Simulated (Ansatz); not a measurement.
**CHBS+ (doublet): wave-function methods side by side, cc-pVDZ**

How much of the correlation energy of CHBS+ (doublet) does each wave-function method recover here?

The runs use Ansatz 0.2.0, Gaussian basis; cc-pVDZ, core rule «outside noble gas», up to 7 orbitals frozen.

Plan: UHF; CCSD(T) on ROHF; CCSD(T) on UHF; BCCD(T) on ROHF; CISD as a restricted active space (open shells left free, so some higher excitations enter); CCSDT(Q) on ROHF; CCSDT(Q) on UHF; CASSCF and MRCISD+Q, 9 electrons in 9 orbitals; CASSCF and NEVPT2, 9 electrons in 9 orbitals.

26 further runs of the same task are left out: 11 that didn't finish, 15 set aside as unsound or not needed. Runs told in other sessions of the task aren't counted.

### 1 The system

The geometry is a PBE0/def2-TZVP stationary point (not a proven minimum) of the parent state, kept for this charge and spin.

4 atoms, charge 1, spin multiplicity 2.

Atoms are counted from 1 here; the program's logs count them from 0.

Bond lengths: B1–C2 1.415 Å, B1–S3 1.834 Å, C2–S3 1.766 Å, C2–H4 1.076 Å. Angles: C2–B1–S3 64.4°, B1–C2–S3 69.4°, B1–C2–H4 162.5°, S3–C2–H4 128.1°, B1–S3–C2 46.2°.

### 2 UHF

Input file in.yaml:

```yaml
crystal:
  periodic: [false, false, false]
  atoms:
    - {symbol: B, position_ang: [0.000000, -0.940798, 0.805566]}
    - {symbol: C, position_ang: [0.000000, 0.456437, 1.026812]}
    - {symbol: S, position_ang: [0.000000, 0.101630, -0.703595]}
    - {symbol: H, position_ang: [0.000000, 1.418810, 1.507124]}
basis:
  gaussian: {orbitals: cc-pVDZ}
total_charge: 1
magnetization: {spin_polarized: true, initial_magnetization: 1}
hamiltonian: {xc: hf}
output: {orbitals: {seedname: orbitals}}
```

On the command line:

```
$ ansatz run in.yaml --threads 1 --pin off --events-out ev --progress --plain --max-ram 2393MiB
```

Further steps of the session: CCSD(T) on ROHF; CCSD(T) on UHF; BCCD(T) on ROHF; CISD as a restricted active space (open shells left free, so some higher excitations enter); CCSDT(Q) on ROHF; CCSDT(Q) on UHF; CASSCF and MRCISD+Q, 9 electrons in 9 orbitals; CASSCF and NEVPT2, 9 electrons in 9 orbitals.

Before running them: what should the planned runs give, taken together? Wanted: UCCSDT(Q) from the RHF energy; RMP2 from UCCSDT(Q); UMP2 from UCCSDT(Q); RCCSD from UCCSDT(Q); RCCSD(T) from UCCSDT(Q); UCCSD(T) from UCCSDT(Q); RCCSDT(Q) from UCCSDT(Q); NEVPT2 frontier from UCCSDT(Q); MRCISD+Q frontier from UCCSDT(Q).

As calculated:

```
                         quantity        value
    UCCSDT(Q) from the ROHF energy   -9.4288 eV
              RMP2 from UCCSDT(Q)  +1140.6 meV
              UMP2 from UCCSDT(Q)  +1549.3 meV
             RCCSD from UCCSDT(Q)   +528.4 meV
          RCCSD(T) from UCCSDT(Q)    +68.8 meV
          UCCSD(T) from UCCSDT(Q)    +92.9 meV
         RCCSDT(Q) from UCCSDT(Q)     +3.8 meV
   NEVPT2 frontier from UCCSDT(Q)  +1235.3 meV
 MRCISD+Q frontier from UCCSDT(Q)   +106.4 meV
levels within 1 kcal/mol (43 meV)    RCCSDT(Q)
                    T1 diagnostic        0.023
```

RCCSD(T) misses by +68.8 meV, 0.7 % of the correlation energy. CCSD(T) misses by +68.8 meV on the restricted determinant and by +92.9 meV on the unrestricted one; the two need not hold the same state or core. Of the multireference levels listed MRCISD+Q frontier comes nearest in total energy (+106.4 meV), which doesn't show that its space is the better one. These misses are within one basis, not against nature; the frozen cores of restricted and unrestricted runs differ, which can shift their rows.

With open shells the CI space here admits some higher excitations, so it is larger than plain CISD.
